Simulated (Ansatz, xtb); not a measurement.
Two isomers of C5H7F

Structure I: `C=C[C@@H]1C[C@H]1F`, a singlet. Structure II: `C=C[C@@H]1C[C@@H]1F`, a singlet. Both are isolated molecules in the gas phase, relaxed with B3LYP-D3(BJ)/def2-SVP; the shapes shown needn't be the lowest conformers.

I (Å):

```yaml
atoms:
  - { symbol: C, position_ang: [0.2666, 1.1181, -1.6539] }
  - { symbol: C, position_ang: [0.2812, -0.0161, -0.9461] }
  - { symbol: C, position_ang: [-0.9167, -0.7721, -0.5259] }
  - { symbol: C, position_ang: [-0.9518, -1.5051, 0.8182] }
  - { symbol: C, position_ang: [-0.8909, -2.2745, -0.4512] }
  - { symbol: F, position_ang: [-2.0095, -2.9472, -0.8493] }
  - { symbol: H, position_ang: [1.1922, 1.6266, -1.9343] }
  - { symbol: H, position_ang: [-0.6729, 1.5781, -1.9764] }
  - { symbol: H, position_ang: [1.2455, -0.4408, -0.6373] }
  - { symbol: H, position_ang: [-1.8779, -0.3606, -0.8502] }
  - { symbol: H, position_ang: [-1.9069, -1.5052, 1.3493] }
  - { symbol: H, position_ang: [-0.0632, -1.4686, 1.4550] }
  - { symbol: H, position_ang: [0.0256, -2.8076, -0.7282] }
```

II (Å):

```xyz
13

C    -0.6893   -0.2300   -2.7426
C    -0.1755   -0.6450   -1.5801
C    -0.9157   -0.6897   -0.3008
C    -0.2032   -0.3165    1.0034
C    -0.5620   -1.7324    0.7286
F     0.4535   -2.5974    0.4333
H    -0.0911   -0.2229   -3.6569
H    -1.7250    0.1156   -2.8217
H     0.8631   -0.9908   -1.5409
H    -1.9761   -0.4260   -0.3687
H    -0.7572    0.2380    1.7654
H     0.8570   -0.0603    0.9217
H    -1.3615   -2.2261    1.2911
```

Q: Which of the two would you expect CCSD(T)/def2-SVP + ΔMP2/def2-TZVPP electronic energies to favour?

A: CCSD(T)/def2-SVP + ΔMP2/def2-TZVPP gives E(II) − E(I) = +0.27 kcal/mol, slightly favouring structure I, which is too small a margin to settle the true order.

The same difference at several levels:

| level | geometry | E(II) − E(I) (kcal/mol) | departure from the last row (kcal/mol) | job, with rough time for the two |
| --- | --- | --- | --- | --- |
| GFN2-xTB | GFN2-xTB | +0.85 | +0.58 | optimisation, 0.19 s |
| HF/STO-3G | GFN2-xTB | +0.19 | −0.08 | single point, 0.32 s |
| r2SCAN-D4/def2-SVP | GFN2-xTB | −0.27 | −0.54 | single point, 4.5 s |
| B3LYP-D3(BJ)/def2-SVP | B3LYP-D3(BJ)/def2-SVP | −0.11 | −0.38 | optimisation, 41 s |
| HF/def2-SVP | B3LYP-D3(BJ)/def2-SVP | −0.10 | −0.37 | part of the CCSD(T) run |
| MP2/def2-SVP | B3LYP-D3(BJ)/def2-SVP | −0.20 | −0.47 | part of the CCSD(T) run |
| CCSD(T)/def2-SVP | B3LYP-D3(BJ)/def2-SVP | −0.26 | −0.53 | single point |
| CCSD(T)/def2-SVP + ΔMP2/def2-TZVPP | B3LYP-D3(BJ)/def2-SVP | +0.27 |  | single point, 58 s |

As drawn, both hold the same kinds of bond in the same numbers.

The largest departure from CCSD(T)/def2-SVP + ΔMP2/def2-TZVPP is that of GFN2-xTB, 0.58 kcal/mol. The last row adds to CCSD(T) the change of the MP2 difference between the two basis sets, here +0.53 kcal/mol.

With thermal terms from frequencies at re-optimised GFN2-xTB minima (ideal gas, soft modes damped towards free rotors, one conformer each, 298.15 K, 1 atm): on the last row, ΔE + ΔZPE = +0.32, ΔH = +0.29, ΔG = +0.35 kcal/mol.

The correlated steps freeze 6 core orbitals. Programs: Ansatz 0.2.0, xtb 6.7.1; the last row on 2 threads of Arm Neoverse V2 on a shared host.
